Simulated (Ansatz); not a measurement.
Species, as SMILES: P (PH3).
Atoms: P1, H2, H3, H4. Bonds: P1-H2, P1-H3, P1-H4.

Basis-set convergence of the optimised P1-H2 bond length at HF with Ansatz (a quantum-chemistry and plane-wave program). Cartesian d functions, on some or all atoms, in 6-31+G*, 6-311G**, 6-311+G**; all else is spherical. The program fits the integrals of some runs and decomposes those of others, by size. Core-valence sets carry the plain set on hydrogen. No added dispersion term, no relativity. Reference: the value in aug-cc-pV(Q+d)Z, 1.4042 Å, itself unsure by roughly 0.0002 Å (its mean distance from def2-QZVPPD, pcseg-3, def2-QZVPP). Deviations are taken from unrounded values.

| basis | functions | optimised P1-H2 bond length (Å) | minus reference (Å) |
|---|---|---|---|
| 6-31G | 19 | 1.4262 | 0.0220 |
| pcseg-0 | 19 | 1.4185 | 0.0143 |
| 6-31+G* | 29 | 1.4028 | -0.0014 |
| def2-SVP | 33 | 1.4128 | 0.0085 |
| 6-311G** | 45 | 1.4080 | 0.0037 |
| def2-SVPD | 48 | 1.4128 | 0.0086 |
| 6-311+G** | 49 | 1.4077 | 0.0035 |
| aug-pcseg-1 | 54 | 1.4106 | 0.0064 |
| aug-cc-pV(D+d)Z | 59 | 1.4131 | 0.0088 |
| 6-311++G(2d,2p) | 65 | 1.4038 | -0.0004 |
| pcseg-2 | 76 | 1.4049 | 0.0007 |
| cc-pV(T+d)Z | 81 | 1.4053 | 0.0011 |
| def2-TZVPPD | 99 | 1.4052 | 0.0009 |
| 6-311++G(3df,3pd) | 101 | 1.4043 | 0.0001 |
| cc-pCVTZ | 101 | 1.4057 | 0.0014 |
| aug-pcseg-2 | 119 | 1.4054 | 0.0012 |
| def2-QZVPP | 160 | 1.4042 | 0.0000 |
| pcseg-3 | 163 | 1.4047 | 0.0005 |
